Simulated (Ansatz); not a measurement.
# Relative stability

Two relaxed structures of CH₅SSi (charge +1), closed shell (PBE0-D4/def2-TZVP; forces vanish, vibrations not checked).

A:

```xyz
8
angstrom
C -0.2911 -0.1373 0.5498
S -0.6757 0.9689 -0.4727
Si 0.8861 -1.3451 0.7212
H -1.9495 0.9120 -0.9653
H -0.0786 1.3156 -1.6887
H -0.7252 2.2446 0.0159
H 1.9508 -1.5920 -0.2723
H 0.8693 -2.2065 1.9121
```

B:

```xyz
8
angstrom
C 0.7486 -1.2260 0.7374
S -0.5395 -0.3250 1.0869
Si -0.7066 1.1230 -0.6493
H -2.0548 0.8217 -1.1651
H 0.4193 0.7282 -1.5178
H -0.5709 2.4255 0.0287
H 1.3480 -1.0966 -0.1600
H 1.0312 -2.0066 1.4414
```

Ansatz 0.2.0; basis: def2-TZVPP; cores frozen in the correlated methods. B3LYP uses VWN-RPA correlation.

(1) Which structure is lower at CCSD(T), and by how much? (An estimate is asked for; the value comes from the calculation.)

T1 diagnostic: at most 0.019. The restricted Hartree–Fock reference is unstable towards an unrestricted one at one or more of these structures.

Answers

(1) By the calculation: B, by 457.2 kJ/mol (electronic energy, against the other). By their contacts, A is CH₅SSi ([SiH2][C][SH3]), total charge +1 and B is CH₅SSi ([CH2][S][SiH3]), total charge +1.

All methods give the same order:

| method | E(B) − E(A) (kJ/mol) |
| --- | --- |
| PBE-D4 | -409.0 |
| r2SCAN-D4 | -416.9 |
| PBE0-D4 | -424.1 |
| B3LYP-D4 | -435.7 |
| wB97M-V | -451.2 |
| HF | -499.0 |
| MP2 | -435.4 |
| CCSD | -464.6 |
| CCSD(T) | -457.2 |

Labels in which every atom is bracketed show which atoms are joined, not bond orders.

For scale, one of the runs: CCSD(T)/def2-TZVPP, 185 basis functions, launched by `ansatz run in.yaml --threads 2 --pin off --events-out ev --progress --plain --max-ram 4352MiB`. Hardware: 2 CPU threads of an Arm Neoverse V1, shared host. Wall time 33 s; peak host memory 1.7 GiB.
